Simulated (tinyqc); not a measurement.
Inside a calculation. Method: Born-Oppenheimer dynamics on the UHF/sto-6g surface (energies and gradients from PySCF), for NH, spin multiplicity 3. Computed by tinyqc, a small Python program that keeps every step (integrals from PySCF). Settings: charge = 0, multiplicity = 3, basis = sto-6g, time step (fs) = 0.2, steps = 24. Command: `OMP_NUM_THREADS=1 python tinyqc.py 22604 22605 out.jsonl` (the two numbers bound the seeds that draw the settings). One thread of a shared host (Intel(R) Xeon(R) Processor @ 2.60GHz), about 3 s of CPU time with the checks.

positions (bohr), order 1N, 2H:
$$\begin{pmatrix}
0.000000 & 0.000000 & 0.000000 \\
0.000000 & 0.000000 & 2.110824
\end{pmatrix}$$

The total energy should stay constant up to terms of order dt^2; the step counts as short enough if it moves by less than 2 % of the largest kinetic energy.

Trajectory:
```
time (fs)  1N-2H (angstrom)  potential (hartree)  kinetic (hartree)  total (hartree)
0.000000           1.117000         -54.79356201         0.00044352     -54.79311850
0.200000           1.116154         -54.79360873         0.00049007     -54.79311866
0.400000           1.114706         -54.79368655         0.00056760     -54.79311895
0.600000           1.112678         -54.79379089         0.00067155     -54.79311934
0.800000           1.110098         -54.79391554         0.00079573     -54.79311981
1.000000           1.107007         -54.79405293         0.00093258     -54.79312035
1.200000           1.103453         -54.79419450         0.00107357     -54.79312093
1.400000           1.099490         -54.79433115         0.00120965     -54.79312151
1.600000           1.095183         -54.79445381         0.00133175     -54.79312205
1.800000           1.090602         -54.79455394         0.00143141     -54.79312253
2.000000           1.085826         -54.79462421         0.00150132     -54.79312289
2.200000           1.080936         -54.79465905         0.00153594     -54.79312312
2.400000           1.076019         -54.79465522         0.00153205     -54.79312317
2.600000           1.071166         -54.79461215         0.00148911     -54.79312303
2.800000           1.066468         -54.79453226         0.00140955     -54.79312271
3.000000           1.062014         -54.79442097         0.00129876     -54.79312221
3.200000           1.057895         -54.79428642         0.00116485     -54.79312157
3.400000           1.054191         -54.79413899         0.00101816     -54.79312083
3.600000           1.050982         -54.79399050         0.00087043     -54.79312006
3.800000           1.048333         -54.79385322         0.00073389     -54.79311933
4.000000           1.046302         -54.79373881         0.00062010     -54.79311871
4.200000           1.044932         -54.79365714         0.00053888     -54.79311826
4.400000           1.044255         -54.79361537         0.00049734     -54.79311803
4.600000           1.044284         -54.79361717         0.00049913     -54.79311804
4.800000           1.045018         -54.79366239         0.00054410     -54.79311829
```

Is the time step short enough?

Yes. The total energy moves within 5.1e-06 hartree, under 2 % of the largest kinetic energy.
